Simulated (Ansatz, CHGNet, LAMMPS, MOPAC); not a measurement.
**Wurtzite CdS, lattice constant a**

Reference value: 4.136 Å (measured, temperature not stated, not corrected to a static lattice; as tabulated in Biswas et al. (2022), arXiv:2106.08875).

```tsv
level (code)	value (Å)	difference (%)
ionic model grunwald2012 (rigid ions, LAMMPS)	4.161	+0.60
PM7 semi-empirical Hartree-Fock (MOPAC)	4.189	+1.28
CHGNet 0.3.0	4.185	+1.18
LDA (Ansatz)	4.074	-1.50
PBE (Ansatz)	4.196	+1.45
PBE-D3(BJ) (Ansatz)	4.145	+0.22
r²SCAN+rVV10 (Ansatz)	4.144	+0.19
r²SCAN0 (Ansatz)	4.152	+0.39
Hartree–Fock (Ansatz)	4.280	+3.48
```

The reference's temperature isn't stated, so close values are not ranked against it. Off by more than 1.25 %, or 1.75 % on the side where a correction would as a rule narrow the miss (bounds picked here): Hartree–Fock (+3.48 %), PBE (+1.45 %), PM7 semi-empirical Hartree-Fock (MOPAC) (+1.28 %).

The measured value isn't corrected to a static lattice, so vibrations enter the comparison.  PM7 semi-empirical Hartree-Fock (MOPAC): the method was fitted mainly to molecules. PM7 semi-empirical Hartree-Fock (MOPAC): the run uses a supercell at the zone centre in place of a k mesh. Cutoffs and k meshes differ between the levels. Ansatz's density-functional and Hartree–Fock values are scalar-relativistic unless marked +SOC, with PAW data made under PBE.

Empirical potentials (ionic model grunwald2012) are fitted to chosen data: where that held the value shown, agreement is built in, and what lay outside the fit can be far off. Machine-learned potentials (CHGNet 0.3.0) are trained on DFT data: a solid inside that data is no test of them.

Differences are worked out from the printed values.

Ansatz is a first-principles code.
